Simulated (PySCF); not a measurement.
Metal–ligand bonds in Zr(F)3–Y. Gas-phase values, no solvent. One relaxed conformer stands for each flexible species; it need not be the lowest. Multiplicities are imposed; where one is given, others were not computed. Strings in code marks are SMILES.

Level of theory: TPSS-D3(BJ)/def2-TZVP // TPSS-D3(BJ)/def2-SVP (PySCF 2.14.0). All candidates: neutral, multiplicity 2. 

```yaml
highest_occupied_spin_orbital: -6.25 eV
dipole_moment: 0.87 D
```

### Question
Say which member has these values.
A) `[CH3]`
B) `[SH]`
C) `[NH2]`
D) `[OH]`

### Answer
B, `[SH]`. The others give `[OH]`: -7.32 eV, 1.73 D; `[CH3]`: -5.50 eV, 0.00 D; `[NH2]`: -7.32 eV, 1.91 D
